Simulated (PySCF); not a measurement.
Threshold energies of CN in a plasma

r²SCAN in PySCF with def2-TZVPPD on every atom, for the lowest determinant that a PBE0 search found; no spin–orbit coupling.

| species | state (unpaired electrons) | Re (Å) | ωe (cm⁻¹) | energy of the minimum from the neutral (eV) | De (eV) | dissociates to |
| --- | --- | --- | --- | --- | --- | --- |
| CN | doublet (σ ↑) | 1.165 | 2149 | 0.00 | 7.72 | C + N |
| CN⁺ | triplet (σ ↑, π ↑) | 1.231 | 1809 | 13.93 | 5.47 | C⁺ + N |
| CN⁻ | singlet (closed shell) | 1.173 | 2127 | -3.75 | 10.25 | C⁻ + N |

Task: Work out the lowest energy to break CN into atoms, from its vibrational ground state.

Result: D0 = De − ωe/2 = 7.72 − 0.13 = 7.59 eV (r²SCAN/def2-TZVPPD).

Task: Work out the ionisation energy of the C atom at this level and the threshold of dissociative ionisation.

Result: IE(C) = 13.93 + 5.47 − 7.72 = 11.68 eV, so C⁺ + N + e⁻ appears at D0 + IE(C) = 19.27 eV (r²SCAN/def2-TZVPPD). The measured IE(C) is 11.26 eV (NIST ASD).

Task: Work out the electron affinity of the C atom and the threshold of dissociative attachment.

Result: EA(C) = 7.72 − 10.25 − (-3.75) = 1.22 eV, so C⁻ + N needs D0 − EA(C) = 6.37 eV (r²SCAN/def2-TZVPPD). The measured EA(C) is 1.262 eV.

These are thermodynamic thresholds; the onsets seen under electron impact lie higher where the geometry changes, and cross-sections peak well above them.

For an ion De counts to the pair picked by the measured ionisation energies or electron affinities, which need not be the lowest pair at this level. States were picked by a PBE0 search and need not be the measured ground states.
